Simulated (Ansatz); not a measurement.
Relaxation of Al$_{2}$FH$_{3}$ (6 atoms, charge 0, multiplicity 1), to a largest force component of 0.02 eV/Å in at most 50 steps.

The calculation used Ansatz, UKS B3LYP/6-31G.

```xyz
6
Properties=species:S:1:pos:R:3:forces:R:3
F -0.892 -2.143 1.281 -0.10 1.06 -1.58
Al -0.504 -1.120 -0.176 0.29 -2.39 1.59
Al 0.469 1.143 0.100 1.38 2.40 -0.18
H -1.006 0.876 -0.252 -1.98 -0.01 0.28
H 0.894 2.005 -1.185 0.35 -0.38 -0.08
H 0.755 1.736 1.579 0.06 -0.68 -0.04
```

Problem. Where does it end, and by what steps?

Solution. The run converged. The force dipped under the threshold on the way, but the program's further checks kept it going. Limits of this set-up: no polarisation functions. After 11 steps the energy has fallen by 1.353 eV; H4 moved furthest, 0.94 Å.

| step | energy less start (eV) | largest force component (eV/Å) | accepted |
| --- | --- | --- | --- |
| 0 | 0.0000 | 2.402 | yes |
| 1 | -0.7598 | 1.453 | yes |
| 2 | -1.0576 | 1.342 | yes |
| 3 | -1.1835 | 0.995 | yes |
| 4 | -1.2954 | 0.302 | yes |
| 5 | -1.3305 | 0.108 | yes |
| 6 | -1.3489 | 0.080 | yes |
| 7 | -1.3521 | 0.023 | yes |
| 8 | -1.3531 | 0.011 | yes |
| 9 | -1.3532 | 0.062 | yes |
| 10 | -1.3527 | 0.084 | no |
| 11 | -1.3534 | 0.003 | yes |

```xyz
6
Properties=species:S:1:pos:R:3
F -0.846 -2.783 0.818
Al -0.184 -1.242 0.441
Al 0.192 1.539 0.030
H -1.407 1.711 -0.109
H 1.092 1.467 -1.299
H 0.869 1.805 1.466
```

The run took 27 s on 1 thread of Arm Neoverse V1, on a shared host, peak memory 0.12 GiB.
